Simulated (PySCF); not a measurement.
## Removing an electron from nitrosyl chloride

Species: nitrosyl chloride, ClNO.
Z-matrix (Å and degrees, PBE0-D3(BJ)/def2-SVP geometry), rows numbered from 1:
```
O 
N   1  1.1304
Cl  2  1.9602  1  113.97
```

Level: wB97X-D/def2-SVPD (PySCF). Frontier orbitals with their largest atomic shares (Löwdin; up to four atoms above 4 %):

```
orbital  ε (eV)                  main atoms
 HOMO−3  -17.53  N2 51 %, O1 38 %, Cl3 11 %
 HOMO−2  -11.18    Cl3 88 %, N2 7 %, O1 5 %
 HOMO−1  -11.04            Cl3 89 %, O1 7 %
   HOMO  -10.61                           ?
   LUMO   -2.00   N2 53 %, O1 40 %, Cl3 8 %
 LUMO+1   -0.60  N2 42 %, Cl3 39 %, O1 19 %
 LUMO+2    3.08   Cl3 51 %, O1 41 %, N2 8 %
```

Problem. What vertical ionisation energy does ΔSCF give, and how far is −ε(HOMO) from it?

Solution. ΔSCF: 11.50 eV (1110 kJ/mol; threshold wavelength 108 nm); ⟨S²⟩ of the doublet left behind is 0.775, against 0.75 for a pure doublet. −ε(HOMO) is 10.61 eV, 0.89 eV below it. In exact Kohn–Sham theory the two would be equal; wB97X-D (range-separated hybrid) falls short of its own ΔSCF value by 8 %.

Problem. On which atoms does the HOMO lie?

Solution. Cl3 (chlorine bonded to N) 50 %, N2 (nitrogen bonded to Cl and O) 26 %, O1 (oxygen bonded to N) 23 %. The HOMO−1 lies 0.43 eV lower.

Problem. And the vertical electron affinity, the fundamental gap, Mulliken's electronegativity and the hardness (with the factor ½)?

Solution. EA = 1.43 eV by ΔSCF (−ε(LUMO) = 2.00 eV). IE − EA = 10.07 eV against an orbital gap of 8.61 eV; (IE + EA)/2 = 6.46 eV; (IE − EA)/2 = 5.04 eV. Parr's electrophilicity index (IE + EA)²/[8(IE − EA)] is 2.08 eV.

Problem. With α = 32.7 au, estimate the like-pair dispersion coefficient by London's formula C6 = (3/4)α²I.

Solution. I = 0.4227 Eh, so C6 ≈ 338 au, a rough estimate.

Problem. What total energies stand behind the ΔSCF value?

Solution. E(N) = -589.80435 Eh and E(N − 1) = -589.38165 Eh at the same geometry, 0.42270 Eh apart. With one more electron, E(N + 1) = -589.85707 Eh.

Geometry: PBE0-D3(BJ)/def2-SVP; no solvent, vibrations or thermal averaging.

wB97X-D is run here without its empirical dispersion term; that term would change no orbital, density or response property at a fixed geometry.
